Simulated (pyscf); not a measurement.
Thermochemistry of product channels of F–N(F)–F (SMILES FN(F)F) + F–SiH₂• (SMILES F[SiH2]) on the doublet surface, in kcal/mol, from ωB97M-D3(BJ)/def2-TZVP energies (ideal gas, 1 atm, RRHO with modes under 100 cm⁻¹ raised to 100, one conformer, R ln 2 for chiral ones without a mode under 150 cm⁻¹). Single points on ωB97X-D3(BJ)/def2-SVP structures (PySCF, gas phase).

```csv
products,ΔE,ΔH(298 K),ΔG(900 K),ΔG(1200 K)
HF (SMILES F) + F–SiH•–N(F)–F (SMILES F[SiH]N(F)F),-46.1,-45.1,-44.9,-45.4
F• (SMILES [F]) + F–SiH₂–N(F)–F (SMILES F[SiH2]N(F)F),-10.0,-9.1,-3.2,-2.0
F–SiH•–F (SMILES F[SiH]F) + F–NH–F (SMILES FNF),-79.6,-76.7,-79.6,-80.3
```

These are energies of the channels, which say nothing of barriers. F–SiH•–N(F)–F lies 186.5 kcal/mol over its isomer •HN–Si(F)(F)–F (electronic energy, ωB97M-D3(BJ)/def2-TZVP). F–SiH₂–N(F)–F lies 207.4 kcal/mol over its isomer H₂N–Si(F)(F)–F (electronic energy, ωB97M-D3(BJ)/def2-TZVP). Left out: orbital degeneracy and the spin-orbit lowering of F.
